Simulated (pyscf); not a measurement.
F–CH=SiH₂ + H₂ → F–CH₂–SiH₃, an addition across a multiple bond or ene-type step (singlet surface; H–H broken, C–H, H–Si formed). Single points on ωB97X-D3(BJ)/def2-SVP structures (PySCF, gas phase). Energies in kcal/mol from the separated reactants.

AM1 to PM7: differences of heats of formation from MOPAC, which are fitted to 298 K values and so differ in kind from electronic energies by zero-point and thermal terms. 

Question: In single points PM3 puts the saddle at 51.6 kcal/mol and the reaction energy at -30.0 kcal/mol. Should these be trusted to within a few kcal/mol? Compare with ωB97M-D3(BJ)/def2-TZVP.

Answer: ωB97M-D3(BJ)/def2-TZVP gives ΔE‡ = 31.4 kcal/mol and ΔE = -59.4 kcal/mol. PM3 lies 20.2 kcal/mol over it in the barrier and 29.4 kcal/mol over it in the reaction energy, so on this step it does not hold to within 3.0 kcal/mol. ωB97M-D3(BJ)/def2-TZVP has limits of its own. This is the saddle that the search found; another between the same sides may lie lower.
